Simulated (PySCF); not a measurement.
Fill in the blanks.

Species: NH2 (doublet state).
Numbering: `[NH2:1]` (hydrogens: H2, H3 on N1)

```csv
property,level,value
point group,PBE0-D3(BJ)/def2-SVP,C2v
"rotational constants A, B, C",PBE0-D3(BJ)/def2-SVP,"668.283, 391.716, 246.960 GHz"
dipole moment,PBE0-D3(BJ)/def2-SVP,?
isotropic g value,"unrestricted B3LYP/IGLO-III on N, pcH-1 on H, mean-field spin–orbit",?
spin squared ⟨S²⟩,"unrestricted B3LYP/IGLO-III on N, pcH-1 on H",?
largest isotropic hyperfine couplings (means over sets of like nuclei),"unrestricted B3LYP/IGLO-III on N, pcH-1 on H","1H -63.4 (H2/H3), 14N +27.8 (N1) MHz"
```

Gas-phase values; electronic properties from PySCF, density fitting. Geometry: PBE0-D3(BJ)/def2-SVP; no solvent, vibrations or thermal averaging.

(1) The spin squared ⟨S²⟩?

(2) Give the isotropic g value.

(3) What is the dipole moment?

Results:

(1) 0.753.

(2) 2.00435.

(3) 1.95 D.

With B = h/(8π²I), that is 505.379 GHz u Å² over I, the principal moments of inertia are 0.76, 1.29 and 2.05 u Å² (most abundant isotopes); the inertial defect Ic − Ia − Ib is 0.0 u Å² (zero for a rigid planar frame, negative otherwise). g_iso is shifted by about +2030 ppm from the free-electron value 2.002319. The dipole equals about 6.5 × 10⁻³⁰ C·m (1 D = 3.33564 × 10⁻³⁰ C·m). The rotational constants make it an asymmetric top with κ = (2B − A − C)/(A − C) = -0.31, nearer the prolate limit (−1). A dipole of 1.95 D is allowed in C2v, and pure rotational transitions are dipole-allowed. ⟨S²⟩ is 0.003 above the pure-spin value S(S + 1) = 0.75.
